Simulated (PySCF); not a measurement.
Where the electron goes

Species: C4H7FS.
Cartesian coordinates in Å at the GFN2-xTB level; atoms count from 1:
```xyz
13
C4H7FS angstrom
C     -0.950   -1.093    0.161
C     -0.129    0.137   -0.131
C      1.244   -0.146   -0.701
F      2.005   -0.824    0.223
C     -0.284    1.340    0.726
S     -0.974    1.530   -0.929
H     -1.099   -1.674   -0.747
H     -1.922   -0.820    0.563
H     -0.424   -1.711    0.888
H      1.776    0.779   -0.941
H      1.180   -0.783   -1.589
H     -1.012    1.313    1.525
H      0.585    1.951    0.934
```

Computed with TDDFT CAM-B3LYP/def2-SVPD, vertical, gas phase, core orbitals frozen in the response in PySCF.

Frontier orbitals with the atoms that hold most of them (Löwdin shares over 4%, at most four atoms; ? is withheld):

```csv
orbital,ε (eV),atoms
HOMO-3,-11.34,"F4 31%, C3 21%, C2 13%, H10 13%"
HOMO-2,-10.55,"S6 34%, C5 30%, C2 14%, C3 6%"
HOMO-1,-10.19,"S6 38%, C2 26%, C5 11%, C1 8%"
HOMO,?,?
LUMO,0.79,?
LUMO+1,1.24,"S6 15%, C1 14%, C3 14%, C5 10%"
LUMO+2,1.40,"S6 79%, C2 4%"
```

Q: Which atoms hold the HOMO, and with what shares?

A: S6 (bonded to 2 C) 74%; C5 (bonded to C, S and 2 H) 9%; C2 (bonded to 3 C and S) 7%. By element: sulfur 74%, carbon 16% or more.

Q: Give the leading atoms of the LUMO.

A: S6 (bonded to 2 C) 58%; C5 (bonded to C, S and 2 H) 14%; C2 (bonded to 3 C and S) 12%. By element: sulfur 58%, carbon 26% or more.

Q: What is the HOMO energy, and the HOMO–LUMO gap?

A: ε(HOMO) = -8.18 eV; the gap is 8.97 eV (0.3298 hartree).

Q: How does S1 compare with the orbital gap of 8.97 eV?

A: S1 is at 4.88 eV (f = 0.0001), 4.09 eV below the gap, made of HOMO→LUMO (90%). Without the coupling terms of the response equations the lowest excitation would equal the gap.

Q: One configuration dominates each of S1, S3, S6 and S7. Which, and how do the shares of the two leading atoms of either orbital change from the occupied to the empty one?

A: 
- S1 (4.88 eV, f 0.0001), HOMO→LUMO (90%): S6 74% → 58%, C5 9% → 14%
- S3 (6.68 eV, f 0.027), HOMO→LUMO+1 (88%): S6 74% → 15%, C5 9% → 10%, C1 at most 4% → 14%
- S6 (7.62 eV, f 0.057), HOMO-1→LUMO (78%): S6 38% → 58%, C2 26% → 12%, C5 11% → 14%
- S7 (7.95 eV, f 0.051), HOMO-2→LUMO (73%): S6 34% → 58%, C5 30% → 14%

Löwdin shares depend on the basis, the more so with diffuse functions.

One conformer stands for the species.
